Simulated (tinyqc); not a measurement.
Inside a calculation. Method: CCD on RHF in the sto-3g basis, frozen core, for H2O, spin multiplicity 1. One step of it, computed by the program tinyqc.

Task: CCD: starting amplitudes. t_ij^ab = <ij||ab> / (e_i + e_j - e_a - e_b), whose energy is MP2.

orbital energies (hartree): MO1 -20.255581, MO2 -1.261009, MO3 -0.586928, MO4 -0.467998, MO5 -0.394821, MO6 0.586066, MO7 0.682821

Two-electron integrals over orbitals (pq|rs), unique and non-zero (hartree); the lowest 1 orbital is frozen and left out:
```
(22|22) 0.728189    (32|32) 0.140756    (33|22) 0.642689    (33|33) 0.627736
(42|22) -0.001690   (42|33) 0.005378    (42|42) 0.124817    (43|32) 0.020159
(43|43) 0.050161    (44|22) 0.666930    (44|33) 0.591791    (44|42) -0.101437
(44|44) 0.754065    (52|52) 0.145001    (53|53) 0.028613    (54|52) -0.048629
(54|54) 0.055130    (55|22) 0.747788    (55|33) 0.626466    (55|42) -0.075272
(55|44) 0.715387    (55|55) 0.880159    (62|22) 0.142470    (62|33) 0.077821
(62|42) 0.021695    (62|44) 0.077158    (62|55) 0.154577    (62|62) 0.101826
(63|32) -0.033497   (63|43) -0.029249   (63|63) 0.066387    (64|22) 0.101584
(64|33) 0.046562    (64|42) -0.044940   (64|44) 0.128507    (64|55) 0.127787
(64|62) 0.058965    (64|64) 0.080503    (65|52) 0.055985    (65|54) 0.000163
(65|65) 0.037510    (66|22) 0.618424    (66|33) 0.571386    (66|42) 0.053710
(66|44) 0.554378    (66|55) 0.594210    (66|62) 0.100961    (66|64) 0.047428
(66|66) 0.602368    (72|32) 0.041728    (72|43) -0.036024   (72|63) 0.034928
(72|72) 0.062515    (73|22) 0.138866    (73|33) 0.089543    (73|42) -0.081907
(73|44) 0.150468    (73|55) 0.190861    (73|62) 0.074005    (73|64) 0.088306
(73|66) 0.040035    (73|73) 0.156618    (74|32) -0.078964   (74|43) -0.002279
(74|63) 0.045485    (74|72) -0.015515   (74|74) 0.072344    (75|53) 0.023597
(75|75) 0.023834    (76|32) 0.092611    (76|43) 0.050946    (76|63) -0.058908
(76|72) -0.011399   (76|74) -0.059595   (76|76) 0.110924    (77|22) 0.617973
(77|33) 0.604795    (77|42) -0.011663   (77|44) 0.595975    (77|55) 0.615690
(77|62) 0.065698    (77|64) 0.041605    (77|66) 0.566534    (77|73) 0.085232
(77|77) 0.610689
```

Give: Starting amplitudes; correlation energy.

Result:

Starting amplitudes (spin orbitals 1a, 1b, ...; amplitudes related by a flip of all spins are not repeated):
```
from      to        t
3a 3b  7a 7b  -0.0617
4a 4b  6a 6b  -0.0382
3a 4b  6b 7a   0.0380
4a 4b  7a 7b  -0.0314
3a 3b  6a 6b  -0.0283
2a 2b  6a 6b  -0.0276
2a 3b  6a 7b  -0.0237
2a 4b  6a 6b  -0.0203
3a 4b  6a 7b  -0.0196
5a 5b  6a 6b  -0.0191
3a 4a  6a 7a   0.0184
2a 2b  7a 7b  -0.0161
2a 3a  6a 7a  -0.0125
2a 3b  6b 7a   0.0112
5a 5b  7a 7b  -0.0111
2a 4b  7a 7b   0.0050
```

correlation energy = -0.039578 hartree
